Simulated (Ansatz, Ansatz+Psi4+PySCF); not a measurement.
```xyz
2

N     0.0000    0.0000   -0.6872
S     0.0000    0.0000    0.6872
```

Basis set: cc-pVTZ on N; cc-pV(T+d)Z on S (spherical functions). Correlated methods keep 6 orbitals frozen. Correlation on ROHF uses semicanonical orbitals with singles. Charge 0, multiplicity 2.

Computed with Ansatz (development build ahead of 0.2.0); the reference of a correlated method needn't be the lowest determinant of its kind.

(1) Give the atomization energy at this shape (free ground-state atoms in the same class of orbitals less the molecule, no zero-point energy) of doublet NS by UHF-BCCD(T), ROHF-CCSD(T).

Results:

(1)

```csv
method,atomization energy
UHF-BCCD(T),373.7 kJ/mol
ROHF-CCSD(T),374.1 kJ/mol
```

Caution: the reference determinant was not shown to be the lowest; the shape is not the minimum.
